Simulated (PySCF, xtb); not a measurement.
propene (C₃H₆), SMILES C=CC.

Harmonic wavenumbers (cm⁻¹) from GFN2-xTB (xtb 6.7.1) at its own minimum, in rising order: 164, 425, 580, 893, 934, 977, 1014, 1049, 1170, 1290, 1396, 1420, 1478, 1486, 1726, 2999, 3013, 3042, 3058, 3098, 3124.

Problem. What does r2SCAN-D4/def2-TZVP run with PySCF give at its own minimum? (An estimate is asked for; the answer gives what the named calculation found.)

Solution. 211, 428, 590, 927, 933, 943, 1031, 1063, 1191, 1327, 1394, 1443, 1472, 1487, 1705, 3018, 3071, 3106, 3127, 3132, 3221. Paired by order, the mean absolute difference is 29 cm⁻¹ and the zero-point energies are 49.1 and 49.8 kcal/mol.
